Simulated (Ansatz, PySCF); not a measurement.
Wanted: the gas-phase enthalpy of formation of ClCCl [dichloromethane] at 298 K. Reaction (SMILES): ClCCl [dichloromethane] + C (CH4) -> 2 CCl (CH3Cl) [chloromethane]; bond separation energy.

Geometries: B3LYP-D3(BJ)/def2-TZVP minima from Ansatz (a quantum-chemistry and plane-wave program). Valence correlation only, unless marked. Open shells are spin-unrestricted. No spin-orbit coupling. Non-relativistic. CBS(X,Y): correlation extrapolated as X^-3; Hartree-Fock from the larger set. The bracket is a focal-point correction in the basis named. Thermal terms are rigid-rotor harmonic-oscillator values from B3LYP-D3(BJ) frequencies (PySCF) at 298.15 K and 1 atm. 1 Eh = 627.5095 kcal/mol. PBE is always shown; the other two functionals were drawn at random. The atomisation route leaves out scalar relativity and anharmonic zero-point terms, the atoms' spin-orbit terms, and in the frozen-core level the core correlation. Atomic data: G2/97 table in ASE.

Tabulated enthalpies of formation of the partners: C (CH4) -17.8 kcal/mol, ATcT 1.112; CCl (CH3Cl) -19.7 kcal/mol, ATcT 1.112.

| level | computed ΔH of the reaction (kcal/mol) | ΔHf by atomisation and measured atoms (kcal/mol) |
|---|---|---|
| PBE/def2-TZVPD (Ansatz) | 1.3 | -33.4 |
| PBE0-D4/def2-TZVPD (Ansatz + dftd4) | 0.7 | -27.3 |
| wB97X-V/def2-TZVPD (Ansatz) | 0.3 | -24.0 |
| RI-MP2/CBS(aug-cc-pV(T+d)Z,aug-cc-pV(Q+d)Z)+[CCSD(T)-MP2]/aug-cc-pV(T+d)Z (Ansatz) | 0.6 | -24.2 |

Q: Derive ΔHf from the reaction at each level, and compare how far the levels part by the two routes.

A: 
The partners sum to -21.6 kcal/mol (products minus other reactants), so ΔHf = (-21.6 - ΔH):
- PBE/def2-TZVPD: -22.9; errors -0.3 by the reaction, -10.8 by atomisation
- PBE0-D4/def2-TZVPD: -22.3; errors +0.3 by the reaction, -4.7 by atomisation
- wB97X-V/def2-TZVPD: -21.9; errors +0.7 by the reaction, -1.4 by atomisation
- RI-MP2/CBS(aug-cc-pV(T+d)Z,aug-cc-pV(Q+d)Z)+[CCSD(T)-MP2]/aug-cc-pV(T+d)Z: -22.2; errors +0.4 by the reaction, -1.6 by atomisation
All levels span 1.0 kcal/mol by the reaction and 9.4 by atomisation; without PBE they span 0.4 and 3.3. The errors are against the measured -22.6 kcal/mol (ATcT 1.112).
